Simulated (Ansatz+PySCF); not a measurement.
Two shapes of singlet CH₃F.

Shape 1:

```xyz
5

C     0.0000    0.0000   -0.6187
F     0.0000    0.0000    1.4264
H     0.0000   -1.0360   -0.9966
H    -0.8972    0.5180   -0.9966
H     0.8972    0.5180   -0.9966
```

Shape 2:

```xyz
5

C     0.0000    0.0000   -0.6187
F     0.0000    0.0000    2.1081
H     0.0000   -1.0360   -0.9966
H    -0.8972    0.5180   -0.9966
H     0.8972    0.5180   -0.9966
```

Basis set: cc-pVDZ (spherical functions). Left uncorrelated: 2 orbitals. Charge 0, multiplicity 1.

Computed with Ansatz (development build ahead of 0.2.0); each method stands on the lowest determinant of its kind that the runs found.

**Question.** Which shape is lower in energy, and by how much in each method?

**Answer.**

```csv
method,E(2) − E(1) (eV)
UHF,0.364
RHF-MP2,2.622
PBE (restricted),2.191
PBE0 (unrestricted),1.649
ωB97X (restricted),2.743
```

Shape 1 is lower. Caution for UHF, PBE0 (unrestricted): the unrestricted determinant is spin contaminated. Caution for UHF: the unrestricted determinant is a mixture of spin states. Caution for RHF-MP2: bonds are stretched, where a single reference can fail; large amplitudes, a single reference is doubtful. Caution for RHF-MP2, ωB97X (restricted): an unrestricted determinant lies well below. Caution for PBE (restricted), PBE0 (unrestricted), ωB97X (restricted): charge can spread falsely over distant fragments.
